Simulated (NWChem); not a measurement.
All runs are NWChem calculations. System: fluoromethane (CH₃F), charge 0, spin multiplicity 1, at a geometry optimised with PBE0/def2-SVP. Level: TD-B3LYP/aug-cc-pVDZ, VWN1-RPA local correlation.

NWChem printed:

```
             Northwest Computational Chemistry Package (NWChem) 7.3.0
             --------------------------------------------------------

                                NWChem Input Module
                                -------------------

 Scaling coordinates for geometry "geometry" by  1.889725989
 (inverse scale =  0.529177249)

 Turning off AUTOSYM since
 SYMMETRY directive was detected!

                             Geometry "geometry" -> ""
                             -------------------------

 Output coordinates in angstroms (scale by  1.889725989 to convert to a.u.)

  No.       Tag          Charge          X              Y              Z
 ---- ---------------- ---------- -------------- -------------- --------------
    1 C                    6.0000     0.60876500    -0.11064500     0.00000000
    2 F                    9.0000    -0.73267700     0.13316500     0.00000000
    3 H                    1.0000     0.88787400    -0.68785500     0.89720800
    4 H                    1.0000     0.88787400    -0.68785500    -0.89720800
    5 H                    1.0000     1.16575400     0.84109200     0.00000000

 Effective nuclear repulsion energy (a.u.)      37.5329147306

            Nuclear Dipole moment (a.u.)
            ----------------------------
        X                 Y               Z
 ---------------- ---------------- ----------------
    -0.0000018897    -0.0000056692     0.0000000000

      Symmetry information
      --------------------

 Group name             Cs
 Group number              2
 Group order               2
 No. of unique centers     4

      Symmetry unique atoms

     1    2    3    5


 Summary of "ao basis" -> "" (spherical)
 ------------------------------------------------------------------------------
       Tag                 Description            Shells   Functions and Types
 ---------------- ------------------------------  ------  ---------------------
 *                        aug-cc-pvdz                 on all atoms

                                 NWChem DFT Module
                                 -----------------

 Summary of "ao basis" -> "ao basis" (spherical)
 ------------------------------------------------------------------------------
       Tag                 Description            Shells   Functions and Types
 ---------------- ------------------------------  ------  ---------------------
 C                        aug-cc-pvdz                9       23   4s3p2d
 F                        aug-cc-pvdz                9       23   4s3p2d
 H                        aug-cc-pvdz                5        9   3s2p

 Summary of "ao basis" -> "ao basis" (spherical)
 ------------------------------------------------------------------------------
       Tag                 Description            Shells   Functions and Types
 ---------------- ------------------------------  ------  ---------------------
 C                        aug-cc-pvdz                9       23   4s3p2d
 F                        aug-cc-pvdz                9       23   4s3p2d
 H                        aug-cc-pvdz                5        9   3s2p

      Symmetry analysis of basis
      --------------------------

        a'         48
        a"         25

            General Information
            -------------------
          SCF calculation type: DFT
          Wavefunction type:  closed shell.
          No. of atoms     :     5
          No. of electrons :    18
           Alpha electrons :     9
            Beta electrons :     9
          Charge           :     0
          Spin multiplicity:     1
          Use of symmetry is: off; symmetry adaption is: on
          Maximum number of iterations: 100
          AO basis - number of functions:    73
                     number of shells:    33
          Convergence on energy requested:  1.00D-06
          Convergence on density requested:  1.00D-05
          Convergence on gradient requested:  5.00D-04

              XC Information
              --------------
                         B3LYP Method XC Potential
                     Hartree-Fock (Exact) Exchange  0.200
                        Slater Exchange Functional  0.800 local
                    Becke 1988 Exchange Functional  0.720 non-local
[...]
     Magnetic Dipole                               0.0000008514
     Total Oscillator Strength                     0.0293969611

          sigma_e =   3.2586 Angstrom
          sigma_h =   1.2625 Angstrom
         |d_h->e| =   1.0035 Angstrom
            d_exc =   3.6150 Angstrom
            d_CD1 =   2.9996 Angstrom
            d_CD2 =  -1.2571 Angstrom
            d_CD3 =   4.6185 Angstrom
     Pearson C.C. =   0.0183

     Occ.    8  a"  ---  Virt.   10  a'  -0.98685 X
     Occ.    8  a"  ---  Virt.   11  a'  -0.13304 X
     Occ.    8  a"  ---  Virt.   16  a'   0.07964 X
  ----------------------------------------------------------------------------
  Root   3 singlet a'             0.329138507 a.u.                8.9563 eV
  ----------------------------------------------------------------------------
     Transition Moments    X  0.03952   Y  0.21717   Z -0.00016
     Transition Moments   XX  0.12033  XY  0.31567  XZ -0.00025
     Transition Moments   YY -0.16743  YZ  0.00001  ZZ  0.04741
     Dipole Oscillator Strength                    0.0106910567
     Electric Quadrupole                           0.0000000232
     Magnetic Dipole                               0.0000015687
     Total Oscillator Strength                     0.0106926485

          sigma_e =   2.7509 Angstrom
          sigma_h =   1.2594 Angstrom
         |d_h->e| =   0.6819 Angstrom
            d_exc =   3.0763 Angstrom
            d_CD1 =   2.1734 Angstrom
            d_CD2 =  -1.3233 Angstrom
            d_CD3 =   3.7583 Angstrom
     Pearson C.C. =   0.0223

     Occ.    9  a'  ---  Virt.   10  a'  -0.13542 X
     Occ.    9  a'  ---  Virt.   11  a'   0.98380 X
     Occ.    9  a'  ---  Virt.   17  a'   0.09680 X
  ----------------------------------------------------------------------------
  Root   4 singlet a"             0.329139417 a.u.                8.9563 eV
  ----------------------------------------------------------------------------
     Transition Moments    X  0.00003   Y  0.00015   Z  0.22068
     Transition Moments   XX  0.00008  XY  0.00022  XZ  0.34890
     Transition Moments   YY -0.00012  YZ -0.01518  ZZ  0.00003
     Dipole Oscillator Strength                    0.0106859626
     Electric Quadrupole                           0.0000000232
     Magnetic Dipole                               0.0000015689
     Total Oscillator Strength                     0.0106875546

          sigma_e =   2.7509 Angstrom
          sigma_h =   1.2594 Angstrom
         |d_h->e| =   0.6817 Angstrom
            d_exc =   3.0763 Angstrom
            d_CD1 =   2.1732 Angstrom
            d_CD2 =  -1.3234 Angstrom
            d_CD3 =   3.7580 Angstrom
     Pearson C.C. =   0.0223

     Occ.    8  a"  ---  Virt.   10  a'  -0.13536 X
     Occ.    8  a"  ---  Virt.   11  a'   0.98381 X
     Occ.    8  a"  ---  Virt.   17  a'   0.09680 X
  ----------------------------------------------------------------------------
  Root   5 singlet a'             0.344972026 a.u.                9.3872 eV
  ----------------------------------------------------------------------------
     Transition Moments    X  0.04128   Y  0.22509   Z  0.00000
     Transition Moments   XX  0.23790  XY  0.70188  XZ  0.00000
     Transition Moments   YY  0.54122  YZ -0.00000  ZZ -0.77648
     Dipole Oscillator Strength                    0.0120440896
     Electric Quadrupole                           0.0000002118
     Magnetic Dipole                               0.0000000527
     Total Oscillator Strength                     0.0120443541

          sigma_e =   3.7280 Angstrom
          sigma_h =   1.2734 Angstrom
         |d_h->e| =   1.1199 Angstrom
            d_exc =   4.0923 Angstrom
            d_CD1 =   3.5745 Angstrom
            d_CD2 =  -1.3808 Angstrom
            d_CD3 =   5.2122 Angstrom
     Pearson C.C. =   0.0028

     Occ.    8  a"  ---  Virt.   13  a"  -0.70213 X
     Occ.    8  a"  ---  Virt.   15  a"   0.05516 X
     Occ.    9  a'  ---  Virt.   12  a'   0.70327 X
     Occ.    9  a'  ---  Virt.   14  a'  -0.05531 X
  ----------------------------------------------------------------------------
  Root   6 singlet a"             0.344977083 a.u.                9.3873 eV
  ----------------------------------------------------------------------------
     Transition Moments    X -0.00000   Y -0.00000   Z  0.22886
     Transition Moments   XX -0.00000  XY -0.00000  XZ  0.45487
     Transition Moments   YY -0.00000  YZ -0.87283  ZZ  0.00000
     Dipole Oscillator Strength                    0.0120456831
     Electric Quadrupole                           0.0000002118
     Magnetic Dipole                               0.0000000525
     Total Oscillator Strength                     0.0120459474

          sigma_e =   3.7279 Angstrom
          sigma_h =   1.2734 Angstrom
         |d_h->e| =   1.1201 Angstrom
            d_exc =   4.0923 Angstrom
            d_CD1 =   3.5746 Angstrom
            d_CD2 =  -1.3806 Angstrom
            d_CD3 =   5.2124 Angstrom
     Pearson C.C. =   0.0028

     Occ.    8  a"  ---  Virt.   12  a'  -0.70308 X
     Occ.    8  a"  ---  Virt.   14  a'   0.05524 X
     Occ.    9  a'  ---  Virt.   13  a"  -0.70231 X
     Occ.    9  a'  ---  Virt.   15  a"   0.05516 X
  ----------------------------------------------------------------------------
  Root   7 singlet a"             0.346782234 a.u.                9.4364 eV
  ----------------------------------------------------------------------------
     Transition Moments    X -0.00000   Y  0.00000   Z  0.00013
     Transition Moments   XX  0.00000  XY  0.00000  XZ  0.00030
     Transition Moments   YY  0.00000  YZ -0.00048  ZZ -0.00000
     Dipole Oscillator Strength                    0.0000000041
     Electric Quadrupole                           0.0000000000
     Magnetic Dipole                               0.0000000387
     Total Oscillator Strength                     0.0000000428

          sigma_e =   3.7204 Angstrom
          sigma_h =   1.2722 Angstrom
         |d_h->e| =   1.1282 Angstrom
            d_exc =   4.1480 Angstrom
            d_CD1 =   3.5764 Angstrom
            d_CD2 =  -1.3680 Angstrom
            d_CD3 =   5.2762 Angstrom
     Pearson C.C. =  -0.0500

     Occ.    8  a"  ---  Virt.   12  a'   0.70264 X
     Occ.    8  a"  ---  Virt.   19  a'  -0.05473 X
     Occ.    9  a'  ---  Virt.   13  a"  -0.70341 X
     Occ.    9  a'  ---  Virt.   18  a"   0.05479 X
  ----------------------------------------------------------------------------
  Root   8 singlet a'             0.349343636 a.u.                9.5061 eV
  ----------------------------------------------------------------------------
     Transition Moments    X -0.44123   Y  0.08039   Z  0.00000
     Transition Moments   XX -0.81495  XY -0.08029  XZ  0.00000
     Transition Moments   YY -1.24496  YZ -0.00000  ZZ -1.26060
     Dipole Oscillator Strength                    0.0468456548
     Electric Quadrupole                           0.0000000160
     Magnetic Dipole                               0.0000000000
     Total Oscillator Strength                     0.0468456708

          sigma_e =   3.8801 Angstrom
          sigma_h =   1.2591 Angstrom
         |d_h->e| =   1.1805 Angstrom
            d_exc =   4.1769 Angstrom
            d_CD1 =   3.8015 Angstrom
            d_CD2 =  -1.3891 Angstrom
            d_CD3 =   5.3574 Angstrom
     Pearson C.C. =   0.0602

     Occ.    8  a"  ---  Virt.   13  a"  -0.70489 X
     Occ.    9  a'  ---  Virt.   12  a'  -0.70374 X

              Target root =      1
          Target symmetry = none
      Ground state energy =   -139.760420464096
        Excitation energy =      0.308365985562
     Excited state energy =   -139.452054478534

  stored tddft:energy   -139.45205447853371

 Task  times  cpu:       81.1s     wall:       81.1s

 Total times  cpu:       81.1s     wall:       81.1s
```

### Question
Write an NWChem input that would produce this output.

### Answer
This is not unique; one that fits is 
```
start mol
memory heap 200 mb stack 800 mb global 1000 mb
geometry units angstroms nocenter noautoz
  C      0.608765    -0.110645     0.000000
  F     -0.732677     0.133165     0.000000
  H      0.887874    -0.687855     0.897208
  H      0.887874    -0.687855    -0.897208
  H      1.165754     0.841092     0.000000
  symmetry group Cs
end
basis spherical
  * library aug-cc-pvdz
end
dft
  xc b3lyp
  semidirect memsize 60000000 filesize 0
  iterations 100
end
tddft
  rpa
  nroots 8
  notriplet
  thresh 1e-4
end
task tddft energy
```
